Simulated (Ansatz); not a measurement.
For rock-salt NiO, PBEsol (PAW; Ansatz, a first-principles code) gives:

```
Property                        Result
-----------------------------  -------
band gap at the measured cell  0.72 eV
magnetic moment                1.29 μB
```

Q: What does PBE0 (Ansatz, PAW) give for the same quantities?

A: 
- band gap at the measured cell: 5.26 eV (goes up by 4.54 eV)
- magnetic moment: 1.68 μB (rises by 0.39 μB)

Changes are worked out from the printed values.

Unless a cell is named, each level is at its own relaxed cell.

Density-functional gaps are differences of (generalised) Kohn–Sham levels.

Spin-polarised runs: PBEsol (opposed moments), PBE0 (opposed moments).

Ansatz's density-functional and Hartree–Fock values are scalar-relativistic unless marked +SOC, with PAW data made under PBE.
